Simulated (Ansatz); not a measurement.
`N[Si]O` + HCl → `O[Si]Cl` + NH₃ at 600 K and 1 bar (ligand exchange at the Si–N bond).

Isolated molecules relaxed with PBE0-D4/def2-TZVP in Ansatz; ΔE leaves out vibrations. CCSD(T)/CBS is extrapolated from def2-TZVPP and def2-QZVPP, frozen cores. Each species was taken in one conformer, which may not be the lowest.

```tsv
species	CCSD(T)/CBS energy (Eh)	H − E (kJ/mol)	S (J/(mol·K))
`N[Si]O`	-420.80313	143.6	332.9
HCl	-460.38167	35.4	207.2
`O[Si]Cl`	-824.69564	72.4	323.1
NH₃	-56.50568	112.4	219.5
```

H − E and S are ideal-gas, rigid-rotor, harmonic terms from PBE0-D4/def2-TZVP, for one conformer and one mirror image of each species. 1 Eh = 2625.50 kJ/mol, R = 8.31446 J/(mol·K).

By hand: ΔE, ΔH, ΔS and ΔG.

ΔE = (-824.69564) + (-56.50568) − (-420.80313) − (-460.38167) = -0.01652 Eh = -43.4 kJ/mol. Δ(H − E) = 72.4 + 112.4 − 143.6 − 35.4 = 5.8, so ΔH = -37.6 kJ/mol. ΔS = 323.1 + 219.5 − 332.9 − 207.2 = 2.5 J/(mol·K). ΔG = -37.6 − 600 × (2.5)/1000 = -39.1 kJ/mol.

By hand: the equilibrium constant, and the temperature at which ΔG would vanish if ΔH and ΔS stayed fixed.

log₁₀ K = −ΔG/(RT ln 10) = 3.4. ΔH and −TΔS have one sign here, so there is no such temperature. One of them is within its doubt of zero, so this could turn.

The number of gas molecules stays the same, so ΔS is small and ΔH decides. A doubt of 5 kJ/mol in ΔE shifts log₁₀ K by 0.4 here. Other conformers and mirror images would add mixing entropy, several J/(mol·K) or more a flexible species. These are equilibria of isolated gas molecules and say nothing of rates. Largest T1 diagnostic: 0.014 (customary marks: 0.02 for closed shells, 0.045 for open ones).
